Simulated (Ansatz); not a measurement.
# C3H4F2 (cis-1,2-difluorocyclopropane) at 6 levels

Wanted: a comparison of 6 runs (HF/STO-3G, HF/def2-SVP, B2PLYP/def2-SVP, SVWN5/def2-SVP, r2SCAN0/def2-SVP, wB97M-V/def2-SVP) of C3H4F2 (cis-1,2-difluorocyclopropane). 

Program for the calculation: Ansatz 0.2.0.

50 further runs of the same task are left out: 50 set aside as unsound or not needed. Runs told in other sessions of the task aren't counted.

### 1 The structure to begin with

C3H4F2: 9 atoms, total charge 0, spin state singlet. As SMILES, `FC1CC1F`. The C3–H8 distance was set to 1.951 Å, away from the relaxed value. At this shape a bond of the SMILES string is far longer than usual.

Bond lengths: F1–C2 1.356 Å, C2–C3 1.495 Å, C2–C4 1.489 Å, C3–C4 1.495 Å, C4–F5 1.356 Å, C2–H6 1.084 Å, C3–H7 1.083 Å, C4–H9 1.084 Å. Some angles: F1–C2–C3 117.2°, F1–C2–C4 117.5°, C3–C2–C4 60.1°, C2–C3–C4 59.7°, C2–C4–C3 60.1°, C2–C4–F5 117.4°, C3–C4–F5 117.2°, F1–C2–H6 112.2°, C3–C2–H6 120.8°, C4–C2–H6 119.9°.

### 2 A single-point energy at HF/STO-3G (run 1)

File job.yaml:

```yaml
crystal:
  periodic: [false, false, false]
  atoms:
    - {symbol: F, position_ang: [-0.074563, 1.833114, -0.180784]}
    - {symbol: C, position_ang: [0.311837, 1.050614, 0.857216]}
    - {symbol: C, position_ang: [0.675537, -0.365986, 0.547816]}
    - {symbol: C, position_ang: [-0.600963, -0.054586, 1.260716]}
    - {symbol: F, position_ang: [-1.753863, -0.199986, 0.561516]}
    - {symbol: H, position_ang: [0.850437, 1.610414, 1.613716]}
    - {symbol: H, position_ang: [1.489437, -0.845086, 1.076816]}
    - {symbol: H, position_ang: [0.461700, -0.872500, -1.323800]}
    - {symbol: H, position_ang: [-0.725163, -0.297286, 2.310216]}
basis:
  gaussian:
    orbitals: STO-3G
hamiltonian:
  xc: hf
accuracy: high
output:
  orbitals: {seedname: orbitals}
```

On the command line:

```sh
$ ansatz run job.yaml --threads 1 --pin off --max-ram 2610MiB --events-out events.jsonl --progress --plain --runs-dir runs
```

The program printed:

```text
Warning: RAYON_NUM_THREADS=1 ignored (pool sized by the plan → 1); use --threads N
Functional definition: HF
  name "HF"
  exchange = exact_x
  correlation = 0
616 factors; integrals over basis functions are off by at most 4.8e-9 eV
mean field evaluation 1: about -8440.5721 eV, gradient 3.2e1 eV
mean field evaluation 2: about -8440.8026 eV, gradient 3.2e1 eV
mean field evaluation 4: about -8444.8037 eV, gradient 2.9e0 eV
mean field evaluation 8: about -8444.8429 eV, gradient 2.1e-4 eV
mean field -8444.84285295 eV, -310.3422507257 hartree, gradient 2.4e-8 eV, S^2 0.000000; 0 other end points of the search recorded, 0 dependent functions left out
reference -8444.84285295 eV, -310.3422507257 hartree; 20, 20 occupied and 9, 9 virtual orbitals, 616 factors
Total energy: -8444.84285295 eV, -310.3422507257 hartree
```

It took 0.24 s on 1 thread of Arm Neoverse V2, shared host.

### 3 The energy at HF/def2-SVP (run 2)

File in.yaml:

```yaml
crystal:
  periodic: [false, false, false]
  atoms:
    - symbol: F
      position_ang: [-0.074563, 1.833114, -0.180784]
    - symbol: C
      position_ang: [0.311837, 1.050614, 0.857216]
    - symbol: C
      position_ang: [0.675537, -0.365986, 0.547816]
    - symbol: C
      position_ang: [-0.600963, -0.054586, 1.260716]
    - symbol: F
      position_ang: [-1.753863, -0.199986, 0.561516]
    - symbol: H
      position_ang: [0.850437, 1.610414, 1.613716]
    - symbol: H
      position_ang: [1.489437, -0.845086, 1.076816]
    - symbol: H
      position_ang: [0.461700, -0.872500, -1.323800]
    - symbol: H
      position_ang: [-0.725163, -0.297286, 2.310216]
basis:
  gaussian:
    orbitals: def2-SVP
accuracy: high
output:
  orbitals: {seedname: orbitals}
hamiltonian:
  xc: hf
```

On the command line:

```sh
$ ansatz run in.yaml --threads 1 --pin off --max-ram 2610MiB --events-out events.jsonl --progress --plain --runs-dir runs
```

The program printed:

```text
Warning: RAYON_NUM_THREADS=1 ignored (pool sized by the plan → 1); use --threads N
[... 4 set-up lines as earlier in the session ...]
2133 factors; integrals over basis functions are off by at most 3.6e-9 eV
mean field evaluation 1: about -8551.2328 eV, gradient 3.0e1 eV
mean field evaluation 2: about -8551.3506 eV, gradient 3.0e1 eV
mean field evaluation 4: about -8553.8664 eV, gradient 3.6e0 eV
mean field evaluation 8: about -8553.9164 eV, gradient 3.0e-1 eV
mean field evaluation 16: about -8553.9167 eV, gradient 1.4e-8 eV
mean field -8553.91672473 eV, -314.3506415807 hartree, gradient 1.5e-8 eV, S^2 0.000000; 0 other end points of the search recorded, 0 dependent functions left out
reference -8553.91672473 eV, -314.3506415807 hartree; 20, 20 occupied and 70, 70 virtual orbitals, 2133 factors
Total energy: -8553.91672473 eV, -314.3506415807 hartree
```

It took 2.9 s on 1 thread of Arm Neoverse V2, shared host; peak memory 0.25 GiB.

Runs 3 to 5 aren't shown in full; the table further down has their settings and results.

### 4 A single-point energy at wB97M-V/def2-SVP (run 6)

Changes to job.yaml since step 2:

```diff
@@ -14,7 +14,7 @@
   gaussian:
-    orbitals: STO-3G
+    orbitals: def2-SVP
+output: {orbitals: {seedname: orbitals}}
+accuracy: high
 hamiltonian:
-  xc: hf
-accuracy: high
-output:
-  orbitals: {seedname: orbitals}
+  xc: {name: wB97M-V}
+total_charge: 0
```

On the command line:

```sh
$ ansatz run job.yaml --threads 1 --pin off --max-ram 2610MiB --events-out events.jsonl --progress --plain --runs-dir runs
```

The program printed, cut to the lines that bear on the results:

```text
Warning: RAYON_NUM_THREADS=1 ignored (pool sized by the plan → 1); use --threads N
Functional definition: wB97M-V
  name "wB97M-V"
[...]
  gx(w, u) = 1 - cx + cx01*u + cx10*w
  gss(w, u) = css00 + css04*u^4 + css10*w + css20*w^2 + css43*w^4*u^3
  gos(w, u) = cos00 + cos10*w + (cos20 + cos21*u)*w^2 + (cos60 + cos61*u)*w^6
[...]
      + integral(e_c_pw_mod_opposite_spin*gos(b97_w_opposite, b97_u_opposite)) + vv10(b, c)
2133 factors; integrals over basis functions are off by at most 3.6e-9 eV
327 factors; integrals over basis functions are off by at most 2.1e-9 eV
[...]
mean field -8595.24898053 eV, -315.8695739653 hartree, gradient 2.2e-8 eV, S^2 0.000000; 0 other end points of the search recorded, 0 dependent functions left out
reference -8595.24898423 eV, -315.8695741014 hartree; 20, 20 occupied and 70, 70 virtual orbitals, 2133 factors
Total energy: -8595.24898423 eV, -315.8695741014 hartree
```

It took 74 s on 1 thread of Arm Neoverse V2, shared host; peak memory 0.56 GiB.

### 5 All runs side by side

```csv
run,level,frozen core orbitals,energy (Eh),HOMO energy (eV),LUMO energy (eV),HOMO–LUMO gap (eV),wall time
1,HF/STO-3G,–,-310.342251,-8.46,4.96,13.42,0.24 s
2,HF/def2-SVP,–,-314.350642,-11.05,1.22,12.26,2.9 s
3,B2PLYP/def2-SVP,5,-315.695401,-9.34,-1.09,8.25,9 s
4,SVWN5/def2-SVP,–,-313.651052,-6.67,-3.42,3.24,3.6 s
5,r2SCAN0/def2-SVP,–,-315.781380,-8.36,-2.42,5.94,11 s
6,wB97M-V/def2-SVP,–,-315.869574,-10.35,-0.37,9.98,74 s
```

### 6 Summary of results

```
            quantity          value
 run 6: total energy  -315.86957 Eh
  run 6: HOMO energy      -10.35 eV
  run 6: LUMO energy       -0.37 eV
run 6: HOMO–LUMO gap        9.98 eV
```

**Reading.** The HOMO–LUMO gap runs from 3.24 eV (SVWN5/def2-SVP) to 13.42 eV (HF/STO-3G). The two ends differ in method and basis. Totals of different functionals can't be ranked against each other. In run 3 the log says that unrestricted orbitals would lower the reference, so the values rest on an unstable closed-shell determinant (other closed-shell runs at this shape may share the fault). In run 1 the basis is minimal, so the values are rough. In all runs a closed-shell determinant meets a far-stretched bond; if it breaks into open shells, such a determinant describes it badly, and no broken-symmetry solution was shown. All runs together took 1.7 min, the longest 74 s.
